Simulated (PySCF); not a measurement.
Predicted microwave data (PySCF, PBE0-D3(BJ)/def2-TZVP geometry optimisation, gas phase) for one isomer of C2H2F4:

| Property | Result |
| --- | --- |
| Rotational constants | A = 5163, B = 3155, C = 2073 MHz |
| Dipole components | \|μa\| = 0.00 D, \|μb\| = 0.00 D, \|μc\| = 0.00 D |
| Inertial defect | -14.24 u·Å² |
| κ | -0.30 |

Question: Which structure is it? (One computed conformer of each.)
A. `[F:1][CH:2]([F:3])[CH:4]([F:5])[F:6]` with F1–C2–C4–F5 180°
B. `FCC(F)(F)F` (1,1,1,2-tetrafluoroethane)

Answer: A. It is FC(F)C(F)F, an asymmetric top, point group C2h. The candidates at the same level (rigid rotor, commonest isotopes):

```
    SMILES  A (MHz)  B (MHz)  C (MHz)  μa (D)  μb (D)  μc (D)  Δ (u·Å²)  point group                        rotor
FCC(F)(F)F     5373     2805     2763    0.40    1.93    0.00    -91.34           Cs  near-prolate asymmetric top
FC(F)C(F)F     5163     3155     2073    0.00    0.00    0.00    -14.24          C2h               asymmetric top
```

`FCC(F)(F)F` has C 33 % too high. No structure here is proved a minimum.
